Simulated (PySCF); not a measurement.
# C4H4ClN: the cost of one run

Computed with PySCF 2.14.0 and routines of our own; the level stands in each step. Atoms count from 0.

### 1 The starting structure

10 atoms, charge 0, multiplicity 1; geometry from: GFN2-xTB.

### 2 Optimising the geometry at PBE0-D3(BJ)/def2-SVP

What the job is given:

```
{"job": {"xc": "PBE0", "basis": "def2-SVP", "d3": "d3bj", "grid": 1, "kind": "geom"}, "charge": 0, "multiplicity": 1}
N      2.476158    -1.327262    -0.214664
C      1.807112    -0.398748    -0.143474
C      1.002714     0.756101    -0.061635
C     -0.330435     0.721855    -0.033091
C     -1.132900    -0.526477    -0.054024
Cl    -2.119796    -0.605908     1.448409
H      1.545856     1.691291    -0.033004
H     -0.891993     1.643121     0.033342
H     -0.505994    -1.417556    -0.081013
H     -1.841839    -0.531763    -0.883373
```

Started as:

```bash
$ OMP_NUM_THREADS=1 python excited_run.py task.json out
```

The driver reads the jobs from task.json and runs them one after another.

**Question.** How long does this first job take on 1 thread of Intel Xeon Platinum 8488C, shared host, and how much memory does it need?

About 24 s, with a peak of 0.55 GiB.
